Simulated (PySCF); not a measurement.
Bond curve of CCl⁺

Set-up: PySCF, no relativity, basis sets C def2-TZVP, Cl def2-TZVP. Energies in eV from C⁺ + Cl in their ground configurations at the same level. State: ¹Σ⁺ (singlet), closed shell.

All columns are PBE0. A positive dipole points towards Cl; it is taken about the centre of mass and depends on that origin.

```csv
R (Å),E (eV),μ (D),Mulliken charge on C (basis-dependent),HOMO (eV),LUMO (eV),Mayer bond order,⟨S²⟩
1.323,-5.214,1.62,0.26,-17.66,-11.03,2.31,0.00
1.385,-6.130,1.22,0.30,-17.95,-11.22,2.26,0.00
1.447,-6.631,0.80,0.34,-18.23,-11.42,2.22,0.00
1.493,-6.806,0.49,0.36,-18.43,-11.58,2.19,0.00
1.539,-6.852,0.17,0.39,-18.60,-11.74,2.16,0.00
1.585,-6.797,-0.16,0.41,-18.76,-11.90,2.13,0.00
1.647,-6.609,-0.58,0.45,-18.93,-12.11,2.10,0.00
1.724,-6.243,-1.10,0.49,-19.08,-12.37,2.07,0.00
1.816,-5.690,-1.71,0.54,-19.03,-12.65,2.02,0.00
1.939,-4.862,-2.47,0.60,-18.43,-12.99,1.97,0.00
```

A fit through these points gives, at Re = 1.535 Å, μ = 0.19 D and dμ/dR = -6.95 D/Å; the reduced mass is 8.934 u.

Task: How strong is the fundamental in the double-harmonic approximation, I = 42.26·(dμ/dR)²/μred km/mol?

Result: I = 42.26·(-6.95)²/8.934 = 228 km/mol at PBE0.

For an ion De counts to the pair picked by the measured ionisation energies or electron affinities, which need not be the lowest pair at this level.
